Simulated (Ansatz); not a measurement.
Coupled-cluster diagnostics for SiS₂⁻ (the lowest doublet isomer of a short search), Ansatz.

Geometry of the doublet (PBE-D4/def2-TZVPD):

```xyz
3

Si   -0.398   -0.163   -0.315
S     1.437   -0.434   -1.141
S    -1.040    0.596    1.456
```

Correlated methods freeze 15 core orbitals. The structure comes from a short search, and lower isomers may exist.

Geometry of the charge -1 quartet (PBE-D4/def2-TZVPD):

```xyz
3

Si    0.1085    0.3949    0.7795
S     1.5942   -0.2786   -0.5780
S    -1.7026   -0.1164   -0.2015
```

Estimate the CCSD(T) correlation energy, the shares of MP2 and (T), T1 and the reference's ⟨S²⟩ for: charge -1, doublet, own geometry in def2-TZVPPD; charge -1, quartet, own geometry in def2-TZVPPD; charge 0, singlet, vertical in def2-TZVPPD; and the rough time on 4 threads of Arm Neoverse V1 on a shared host.


| state | basis | correlation (eV) | MP2 share (%) | (T) share (%) | T1 | ⟨S²⟩ (pure) | wall time | remarks |
| --- | --- | --- | --- | --- | --- | --- | --- | --- |
| charge -1, doublet, own geometry | def2-TZVPPD | -13.700 | 88.1 | 6.0 | 0.023 | 0.77 (0.75) | 8.5 s | – |
| charge -1, quartet, own geometry | def2-TZVPPD | -13.206 | 84.9 | 6.1 | 0.051 | 3.81 (3.75) | 13 s | large T1 |
| charge 0, singlet, vertical | def2-TZVPPD | -13.834 | 88.5 | 6.6 | 0.024 | 0.00 (0.00) | 3.2 s | large T1, restricted SCF unstable |
Customary marks for T1 are 0.02 (closed shells), 0.045 (open shells) and about 0.05 (3d metals). T1 exceeds 0.02 in 3 of 3 rows and 0.045 in 1; the higher it lies, the less the single-reference result can be trusted.
